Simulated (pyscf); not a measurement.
Thermochemistry of product channels of H₂B–O–SnH₃ + HF on the singlet surface, in kJ/mol, from CCSD(T)/def2-TZVPP + ΔMP2(QZVPP) energies (ideal gas, 1 atm, RRHO with modes under 100 cm⁻¹ raised to 100, one conformer, R ln 2 for chiral ones without a mode under 150 cm⁻¹). Structures and frequencies: ωB97X-D3(BJ)/def2-SVP in PySCF. MP2 and CC: frozen core, UHF for open shells. ΔMP2 is the change of the MP2 total energy from the triple- to the quadruple-zeta basis.

```tsv
products	ΔE	ΔH(298 K)	ΔG(600 K)	ΔG(1200 K)
F–SnH₃ + H₂B–OH	-27.1	-22.9	-24.9	-21.5
HO–SnH₃ + H₂B–F	+10.7	+11.4	+0.7	-6.3
```

These are energies of the channels, which say nothing of barriers. The CCSD(T) − MP2 part came from Ansatz, without density fitting, on the same reference. The frozen core leaves the outer d or s,p core shells of the metals and heavy elements correlated in the MP2 and CC values, and def2-TZVPP describes them poorly, which can shift differences by a few kcal/mol. Elements past Kr carry the def2 core potentials, without spin-orbit coupling.
